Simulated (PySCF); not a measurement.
Ionisation of propyne

Molecule: propyne, `C#CC` (C3H4). Numbering: `[CH:1]#[C:2][CH3:3]`

Level of theory: ωB97X-D3(BJ)/ma-def2-TZVP single points in PySCF, grid level 2; every species was optimised with PBE0-D3(BJ)/def2-SVP. The prefix ma- adds one diffuse s and one diffuse p function on all atoms but H. ωB97X-D3(BJ) is ωB97X-V with D3(BJ) in place of VV10. Zero-point and thermal terms (298.15 K, 1 bar) come from unscaled PBE0-D3(BJ)/def2-SVP harmonic frequencies, with soft modes damped to free rotors in the entropy.

Frontier levels of the parent: HOMO -10.17 eV, LUMO 1.20 eV.

Oxidation to the radical cation:
- Vertical ionisation energy (electronic): 10.33 eV
- Adiabatic ionisation energy (with zero-point energy): 10.12 eV
- Adiabatic, electronic part: 10.24 eV
- Vertical gap at the product's structure: 9.98 eV
- Inner reorganisation energy (four-point): 348 meV
- Relaxation of product / of parent: 90 / 258 meV
- ⟨S²⟩ of the product: 0.753
- Largest spin populations: C1 0.58, C2 0.33
- Largest changes of atomic charge: C1 0.35, C2 0.31, H (on C3) 0.10, H (on C1) 0.10
- Distances that move most (Å): C2–C3 1.453 → 1.408; C1–C2 1.211 → 1.254; C3–H 1.101 → 1.122; C1–H 1.074 → 1.088
- Potential in DMSO: 7.48 V absolute, 2.95 V against Fc+/Fc computed at 4.53 V (solvation -14 → -263 kJ/mol)

Solvents are IEF-PCM continua (electrostatics only, gas-phase structures); absolute potentials refer to an electron at rest in vacuum. Fc+/Fc in DMSO, 4.53 V, is ωB97X-D3(BJ)/ma-def2-TZVP on PBE0-D3(BJ)/def2-SVP structures with GFN2-xTB thermal terms. Benchmark calculations put it near 5.0 V in acetonitrile and DMSO, so it is about 0.5 V low, and the value against it can read up to that much too high.

Measured values (NIST Chemistry WebBook, evaluated or the median of agreeing entries): adiabatic ionisation energy 10.36 eV (computed 10.12, difference -0.24).

Hardware: 1 thread of Arm Neoverse V1, shared with other jobs. Command: `OMP_NUM_THREADS=1 python redox_run.py task.json out`. Structures, frequencies and single points: 91 s.
